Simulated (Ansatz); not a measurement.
Process, species as SMILES: OO (H2O2) + H+ → [OH2+]O
B3LYP-D3(BJ)/def2-TZVP geometries, fixed; electronic energies without zero-point terms; positive where energy is released.

Core correlation in the proton affinity at MP2 with Ansatz (a quantum-chemistry and plane-wave program), in kcal/mol: frozen core against all electrons. Core-valence sets carry the plain set on hydrogen.

```
basis      functions, most  frozen core
---------  ---------------  -----------
cc-pVDZ                 43       171.29
cc-pCVDZ                51       171.17
cc-pVTZ                102       167.07
cc-pCVTZ               128       166.98
cc-pwCVTZ              128       166.95
cc-pVQZ                200       165.07
cc-pCVQZ               258       164.99
cc-pwCVQZ              258       164.98
```

How large is the core term in each set?

The largest core-valence set, cc-pwCVQZ, gives a core term of 0.02 kcal/mol; the valence set cc-pVQZ, which lacks functions for the core, gives 0.25. By row: cc-pVDZ 0.07, cc-pCVDZ 0.07, cc-pVTZ 0.49, cc-pCVTZ 0.04, cc-pwCVTZ 0.02, cc-pVQZ 0.25, cc-pCVQZ 0.03, cc-pwCVQZ 0.02.
